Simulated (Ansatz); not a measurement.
# Structure relaxation of Ca₃Si₂

These are results of DFT PBE, scalar-relativistic, plane waves, PAW in Ansatz 0.2.0, not measurements.

Ca₃Si₂ was placed on the tetradymite structure type (R-3m, No. 166), with Si in place of Bi, Ca in place of Te, at a guessed volume.

Input of the last, converged step (default PAW datasets):

```yaml
crystal:
  lattice:
    - [1.8826621245, 1.0869554843, 11.8564961655]
    - [-1.8826621245, 1.0869554843, 11.8564961655]
    - [0.0, -2.1739109687, 11.8564961655]
  atoms:
    - { symbol: Ca, position: [0.0, 0.0, 0.0] }
    - { symbol: Ca, position: [0.217022847, 0.217022847, 0.217022847] }
    - { symbol: Ca, position: [0.782977153, 0.782977153, 0.782977153] }
    - { symbol: Si, position: [0.3935353029, 0.3935353029, 0.3935353029] }
    - { symbol: Si, position: [0.6064646971, 0.6064646971, 0.6064646971] }
basis:
  ecutwfc: 420
kpoints:
  mp_grid: { grid: [12, 12, 12] }
hamiltonian:
  xc: pbe
scf:
  occupations: { method: gaussian, width: 0.1 }
output:
  forces: true
  stress: true
  eigenvalues: true
relax:
  adjacent_minimum: "off"
  f_tol: 0.01
  max_steps: 80
  cell: { stress_tol: 0.05 }
```

Launched as:

```bash
ansatz run input.yaml --threads 1 --pin off --max-ram 2560MiB --backend cpu --events-out ev --progress --plain --runs-dir out
```

It took 2.1 min on 1 thread of Intel(R) Xeon(R) 6975P-C (Granite Rapids) (shared host), peak memory 0.78 GiB.

The program printed at the end:

```
SCF converged after 4 iterations
Free energy (F): -6722.474765 eV
Harris-Foulkes:  -6722.474765 eV  (|F-HF|=2.73e-12)
Internal energy: -6722.456710 eV  (E = F + TS)
E sigma→0 (E₀):  -6722.465737 eV
Entropy (-TS):   -0.018055 eV (-3.611 meV/atom)
Fermi energy:    5.870107 eV
--- Per-component energies (eV) ---
  E_band       = -461.923485
  E_kinetic    = 908.396665
  E_local      = -2535.289744  (includes V_loc(G=0)·N_el)
  E_nonlocal   = 243.209354
  E_hartree    = 861.179769
  E_xc         = -519.245308
  E_vxc        = -603.117518  (∫ρ·V_xc dr)
  E_paw        = -3599.460163  (= ΣΔE_a)
  E_vpaw       = -197.481769  (= ΣTr[D̂ρ^β])
  E_aug_tail   = -0.000004  (compensation charges beyond the density's cutoff)
  E_ewald      = -2081.247279
  E_smearing   = -0.018055  (= −TS)
  E_closure    = 0.000000  (closes the sum)
  Σ components = -6722.474765   (vs F -6722.474765, Δ=0.00e0)
--- Forces (eV/Å), atoms counted from 1 ---
  atom   1  Ca     0.00000000     0.00000000     0.00000000
  atom   2  Ca     0.00000000     0.00000000    -0.00237126
  atom   3  Ca     0.00000000     0.00000000     0.00237126
  atom   4  Si     0.00000000     0.00000000    -0.00856136
  atom   5  Si     0.00000000     0.00000000     0.00856136
  max |Σ_I F_I| component: 3.47e-18 eV/Å
--- Stress (GPa, compression-positive) ---
       -0.041048       0.000000       0.000000
        0.000000      -0.041048       0.000000
        0.000000       0.000000      -0.002537
  P = ⅓ Tr σ = -0.0282 GPa (-0.282 kbar)
--- Relaxed structure (5 steps of the walk, 4 accepted, 1 SCFs on fresh bases) ---
  F+E_penalty+E_count = -6722.47476500 eV   max|allowed force component| = 8.561e-3 eV/Å   (the final SCF, on the basis selected at the relaxed cell)
  cell:  # Å, volume = 146.4878 Å³
    - [1.881114, 1.086062, 11.950350]
    - [-1.881114, 1.086062, 11.950350]
    - [0.000000, -2.172123, 11.950350]
  atoms:
    - { symbol: Ca, position: [0.000000, 0.000000, 0.000000] }
    - { symbol: Ca, position: [0.216761, 0.216761, 0.216761] }
    - { symbol: Ca, position: [0.783239, 0.783239, 0.783239] }
    - { symbol: Si, position: [0.393472, 0.393472, 0.393472] }
    - { symbol: Si, position: [0.606528, 0.606528, 0.606528] }
```

Total energies depend on the potentials used, so only differences within one code and one set of settings carry meaning.

The result has space group R-3m (No. 166). Ca on Wyckoff site a (1 atom of the primitive cell) has 6 Si at 3.06 Å and 6 Ca at 3.76 Å; Ca on Wyckoff site c (2 atoms of the primitive cell) is coordinated by 3 Si at 2.97 Å; Si is coordinated by 6 Ca at 2.97–3.06 Å and 6 Si at 3.76 Å.

Against the elements it lies at -0.05 eV/atom. Formation energies are uncorrected and refer to the elements' standard structures at the same level.

For metals, differences of a few meV/atom aren't resolved.

A structure relaxed within its symmetry needn't be a true minimum.